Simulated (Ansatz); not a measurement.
The same path of BFH2N (5 atoms, charge 0, multiplicity 2) was run 3 times with different band settings. Lost on the way: B2–H5. Made: N1–H5.

All numbers below come from UKS PBE0-D4/def2-SVP (Ansatz).

Relaxed end points:

```xyz
5
Properties=species:S:1:pos:R:3
N -0.856 0.393 -0.244
B 0.446 -0.001 0.074
F 1.417 -0.042 -0.831
H -1.720 -0.141 -0.241
H 0.713 -0.209 1.243
```

```xyz
5
Properties=species:S:1:pos:R:3
N -0.469 -0.011 0.243
B 0.375 0.065 -0.855
F 1.694 0.028 -0.743
H -1.476 0.017 0.160
H -0.124 -0.100 1.195
```

Common settings: spring 5.0 eV/Å²; optimiser quadratic models (default); start path through a guess of the saddle point; force threshold 0.05 eV/Å; iteration limit 60; end points relaxed.

| run | movable images | climbing image |
| --- | --- | --- |
| 1 | 7 | yes |
| 2 | 3 | no |
| 3 | 3 | yes |

What does each run give, and how far can it be trusted?

Run 1: converged after 28 iterations, highest image 1.453 eV above the first end. The profile has 3 maxima (images 2, 5, 7) with wells between them (images 3, 6): this band takes more than one step, which may be the mechanism or a detour left from its start path. Neighbouring images differ by up to 1.8 eV, so the band resolves the path poorly. A vibrational analysis at the climbing image gives one clearly imaginary mode, 1597i cm⁻¹: a first-order saddle point.
Run 2: converged after 21 iterations, highest image 0.339 eV above the first end. The profile has 2 maxima (images 1, 3) with wells between them (image 2): this band takes more than one step, which may be the mechanism or a detour left from its start path. No image climbed, so the highest image needn't sit at the top of the path. A band with more images between the same ends climbed to 1.45 eV, so this one has probably stepped over the top. So few images can step over the top or miss a turn of the path.
Run 3: converged after 41 iterations, highest image 2.912 eV above the first end. Neighbouring images differ by up to 2.9 eV, so the band resolves the path poorly. The order of the point at the top wasn't checked. Another band between the same ends, with other settings, climbed to 1.453 eV only, so this may not be the lowest route. So few images can step over the top or miss a turn of the path.
